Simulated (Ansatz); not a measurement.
```yaml
crystal:
  periodic: [false, false, false]
  atoms:
    - {symbol: Zr, position_ang: [0.000000, 0.000000, 0.000000]}
    - {symbol: B, position_ang: [0.000000, 0.000000, 2.290000]}
basis:
  gaussian: {orbitals: def2-TZVP}
magnetization: {spin_polarized: true, initial_magnetization: 5}
hamiltonian: {xc: pbe0}
relax: {f_tol: 0.004, max_steps: 80}
```

```sh
$ ansatz run in.yaml --threads 1 --pin off --events-out ev --progress --plain --max-ram 2176MiB
```

Steps of the relaxation (energy above the last step; positions in Å, forces in eV/Å):

```
2
step 1, 120.6 meV
Zr    0.000    0.000    0.000    0.000    0.000    1.537
B     0.000    0.000    2.290    0.000    0.000   -1.537
```

```
2
step 2, 111.8 meV
Zr    0.000    0.000    0.130    0.000    0.000   -2.058
B     0.000    0.000    2.160    0.000    0.000    2.058
```

```
2
step 3, 2.3 meV
Zr    0.000    0.000    0.080    0.000    0.000   -0.261
B     0.000    0.000    2.210    0.000    0.000    0.261
```

```
2
step 4, 0.0 meV
Zr    0.000    0.000    0.071    0.000    0.000    0.001
B     0.000    0.000    2.219    0.000    0.000   -0.001
```

Close pairs at the end: Zr1–B2 2.147 Å.

A stationary point of unrestricted PBE0 after 4 steps, with ⟨S²⟩ = 8.753 against 8.75 for a pure state. 14 s on 1 thread of Arm Neoverse V1, shared host.
